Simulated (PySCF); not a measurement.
## SiN⁺: mean field, correlation and small terms against distance

State: ³Σ⁻, triplet, unpaired electrons π ↑↑. ROHF-based CCSD(T) in PySCF 2.14 with Si cc-pV(T+d)Z, N cc-pVTZ and Si cc-pV(Q+d)Z, N cc-pVQZ (frozen core orbitals: 6; no relativity). Correlation energies are extrapolated as n⁻³ (n = 3, 4), Hartree–Fock as (n+1)·exp(−9√n). CV is the change on freezing 1 orbitals instead, in Si cc-pwCVTZ, N cc-pwCVTZ. SR is the spin-free X2C energy in Si cc-pVTZ-DK, N cc-pVTZ-DK less the non-relativistic one in Si cc-pVTZ, N cc-pVTZ. All energies in eV from Si⁺ + N.

```json
{"R (Å)": "1.5790", "HF/CBS": "-0.503", "CCSD corr.": "-1.296", "(T)": "-0.1066", "CV": "-0.0266", "SR": "0.0053", "total": "-1.927"}
{"R (Å)": "1.6508", "HF/CBS": "-0.865", "CCSD corr.": "-1.335", "(T)": "-0.1174", "CV": "-0.0151", "SR": "0.0062", "total": "-2.326"}
{"R (Å)": "1.7226", "HF/CBS": "-1.005", "CCSD corr.": "-1.376", "(T)": "-0.1293", "CV": "-0.0065", "SR": "0.0065", "total": "-2.511"}
{"R (Å)": "1.7943", "HF/CBS": "-0.991", "CCSD corr.": "-1.418", "(T)": "-0.1420", "CV": "-0.0001", "SR": "0.0063", "total": "-2.545"}
{"R (Å)": "1.8661", "HF/CBS": "-0.872", "CCSD corr.": "-1.459", "(T)": "-0.1552", "CV": "0.0046", "SR": "0.0058", "total": "-2.476"}
{"R (Å)": "1.9558", "HF/CBS": "-0.627", "CCSD corr.": "-1.510", "(T)": "-0.1718", "CV": "0.0085", "SR": "0.0050", "total": "-2.296"}
{"R (Å)": "2.0455", "HF/CBS": "-0.322", "CCSD corr.": "-1.561", "(T)": "-0.1878", "CV": "0.0110", "SR": "0.0041", "total": "-2.056"}
```

A fit to the total gives Re = 1.7781 Å, De = 2.548 eV, ωe = 794.5 cm⁻¹, Be = 0.5714 cm⁻¹ (masses 27.9769 and 14.0031 u).

**Question.** At R = 1.7943 Å the CCSD correlation energy is -0.223935 hartree in the smaller basis and -0.235698 in the larger. Extrapolate it.

**Answer.** (4³·E4 − 3³·E3)/(4³ − 3³) = -0.24428 hartree; the larger basis holds 96.5 % of it.

The T1 diagnostic is 0.025. The state was picked by a PBE0 search and need not be the measured ground state. Spin–orbit coupling, excitations beyond (T) and corrections to the Born–Oppenheimer picture are left out.
